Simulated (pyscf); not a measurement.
# Routes from HO–B(OH)–OH (SMILES OB(O)O) + H₂C=CH₂ (SMILES C=C)

Candidate steps break at most two bonds and form at most two. Each was searched with GFN2-xTB (tblite) first. Single points on ωB97X-D3(BJ)/def2-SVP structures (PySCF, gas phase). Energies: ωB97M-D3(BJ)/def2-TZVP, kJ/mol, from the separated reactants, singlet surface; ΔG‡ with ideal gas, 1 atm, RRHO with modes under 100 cm⁻¹ raised to 100, one conformer, R ln 2 for chiral ones without a mode under 150 cm⁻¹.

```json
[
 {"products": "HO–CH₂–CH₂–B(OH)–OH", "type": "addition across a multiple bond or ene-type step", "ΔE‡": "192.2", "ΔE": "+40.1", "ΔG‡ 298 K": "239.0", "ΔG‡ 900 K": "330.5", "ν‡ (cm⁻¹)": "606i"},
 {"products": "H₃C–CH₂–O–B(OH)–OH", "type": "addition across a multiple bond or ene-type step", "ΔE‡": "231.2", "ΔE": "-70.4", "ΔG‡ 298 K": "263.4", "ΔG‡ 900 K": "346.4", "ν‡ (cm⁻¹)": "1988i"}
]
```

Row 1: On the product side the descent ends in a point that may be a rotor saddle (no frequency run), 16.5 kJ/mol over the lowest minimum found and 144.3 kJ/mol under the saddle at ωB97X-D3(BJ)/def2-TZVP. Row 2: On the reactant side the descent ends in a complex (not fully relaxed), 18.5 kJ/mol under the separated species and 249.9 kJ/mol under the saddle at ωB97X-D3(BJ)/def2-TZVP. On the product side the descent ends in a point that may be a rotor saddle (no frequency run), 16.5 kJ/mol over the lowest minimum found and 297.7 kJ/mol under the saddle at ωB97X-D3(BJ)/def2-TZVP. 

Plain bond fissions and candidates not yet searched are not listed, and one of them may be faster. Each barrier is that of the saddle found; lower ones may exist.
